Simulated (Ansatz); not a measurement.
A structure relaxed at PBE0-D4/def2-TZVP, charge 0, multiplicity 1:

```xyz
13

N    -0.345   -1.451   -0.890
C    -0.472   -0.389   -0.221
C     0.676    0.416    0.348
N     1.952   -0.109   -0.091
C    -1.861    0.090    0.090
F    -1.924    1.473    0.136
H     0.654   -1.677   -0.943
H     0.512    1.473    0.103
H     0.613    0.356    1.440
H     2.677    0.066    0.589
H     2.243    0.311   -0.964
H    -2.554   -0.274   -0.670
H    -2.171   -0.286    1.072
```

(1) Give its formula and SMILES.

(2) Point group (tolerance 0.08 Å, 0.16 Å for H)?

(3) Summarise the bond lengths by kind.

## Answers

(1) C3H7FN2, `N=C(CN)CF`.

(2) C1.

(3) 2 × C–N 1.262 to 1.448 Å; 3 × H–N 1.009 to 1.025 Å; 2 × C–C 1.502 to 1.513 Å; 4 × C–H 1.091 to 1.097 Å; 1 × C–F 1.385 Å.

All numbers were calculated with Ansatz.
